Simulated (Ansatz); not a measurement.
Basis-set extrapolation for `C/C=C\CC` (PBE0-D4/def2-TZVP geometry, frozen core, the Gaussian-basis code of Ansatz). Multiplicity 1, RHF reference.

|  | def2-TZVPP | def2-QZVPP |
| --- | --- | --- |
| HF | -195.217740 | -195.226931 |
| MP2 correlation | -0.857067 | -0.910453 |
| CCSD(T) correlation | -0.948274 | not run |

Energies in hartree. Use E(X) = E(∞) + A·exp(−7.88·√X) for Hartree–Fock and E(X) = E(∞) + B·X^(−2.97) for correlation, with X = 3 and 4, and add CCSD(T) minus MP2 of the smaller set to the MP2 limit.

Problem. What is the CCSD(T) energy at the basis-set limit?

Solution. HF limit: -195.226931 + (-0.009191) × 0.13774 = -195.22820. MP2 limit: -0.910453 + (-0.053386) × 0.74074 = -0.95000. Higher-order term: -0.948274 − (-0.857067) = -0.09121. Total: -196.26941 hartree, 271.5 kJ/mol below CCSD(T)/def2-TZVPP.
